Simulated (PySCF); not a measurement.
Bonds broken one at a time in the series B CH3-OH. Isolated molecules, 0 K electronic values unless said otherwise. One relaxed conformer stands for each flexible species; it need not be the lowest. Strings in code marks are SMILES.

The highest occupied spin orbital from two functionals at the same geometries (PBE0-D4/def2-TZVP), both in PySCF: PBE-D3(BJ)/def2-TZVP and B3LYP-D3(BJ)/def2-TZVP. B3LYP has the VWN-RPA correlation part, as in Gaussian. 

```tsv
species	PBE-D3(BJ)/def2-TZVP (eV)	B3LYP-D3(BJ)/def2-TZVP (eV)
radical fragment (`[B](C)C`)	-3.74	-4.69
radical fragment (`[CH3]`)	-5.38	-6.45
radical fragment (`[B](C)O` (C–B–O–H torsion 0°))	-4.07	-5.02
radical fragment (`[OH]`)	-7.16	-8.84
radical fragment (`[B](O)O` (H–O–B–O torsion 180°, O–B–O–H torsion 0°))	-4.65	-5.69
```

Over these rows, drawn at random from the members with no instability flagged (it was tested for open shells, ions and some series alone), PBE minus B3LYP-D3(BJ): mean +1.14 eV, from +0.95 eV to +1.68 eV.
